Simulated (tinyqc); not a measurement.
Inside a calculation. Method: Hueckel theory of the pi electrons with the omega technique, for the molecule Nc1ccsc1 (SMILES; centres numbered as the heavy atoms are written). One step of it, computed by the program tinyqc.

Question. Energy, charges, bond orders. E = sum n x; q_r = z_r - P_rr; bond order p = P_rs; free valence = sqrt(3) - sum of p over the bonds of the atom.

final x values: 2.211745  1.664956  0.881740  0.468919  -0.988500  -1.738860

occupations: 2.000000  2.000000  2.000000  2.000000  0.000000  0.000000

final P:
```
           1N         2C         3C         4C         5S         6C
1N   1.937253   0.242462  -0.113515  -0.005215   0.065307  -0.213519
2C   0.242462   1.052828   0.523143  -0.078616  -0.209527   0.784003
3C  -0.113515   0.523143   1.098701   0.803966  -0.234567  -0.048076
4C  -0.005215  -0.078616   0.803966   1.048881   0.417672  -0.413028
5S   0.065307  -0.209527  -0.234567   0.417672   1.753268   0.393636
6C  -0.213519   0.784003  -0.048076  -0.413028   0.393636   1.109069
```

Centres:

| centre | z_r, pi electrons of the neutral centre | h |
|---|---|---|
| 1N | 2 | 1.500000 |
| 2C | 1 | 0.000000 |
| 3C | 1 | 0.000000 |
| 4C | 1 | 0.000000 |
| 5S | 2 | 1.000000 |
| 6C | 1 | 0.000000 |

Bonds:

| i | j | k |
|---|---|---|
| 1 | 2 | 0.800000 |
| 2 | 3 | 1 |
| 3 | 4 | 1 |
| 4 | 5 | 0.650000 |
| 5 | 6 | 0.650000 |
| 6 | 2 | 1 |

Give: pi energy = 8 alpha + this times beta; pi charges; Bond orders and lengths from R = 1.517 - 0.180 p; free valence of the carbons; gap between the highest filled and the next level.

Answer.

pi energy = 8 alpha + this times beta = 10.455

pi charges: 1N 0.063, 2C -0.053, 3C -0.099, 4C -0.049, 5S 0.247, 6C -0.109

Bond orders and lengths from R = 1.517 - 0.180 p (angstrom, C-C alone):

| bond | p | R |
|---|---|---|
| 1-2 | 0.242 | - |
| 2-3 | 0.523 | 1.423 |
| 3-4 | 0.804 | 1.372 |
| 4-5 | 0.418 | - |
| 5-6 | 0.394 | - |
| 6-2 | 0.784 | 1.376 |

free valence of the carbons: 2C 0.182, 3C 0.405, 4C 0.510, 6C 0.554

gap between the highest filled and the next level = 1.457 |beta|
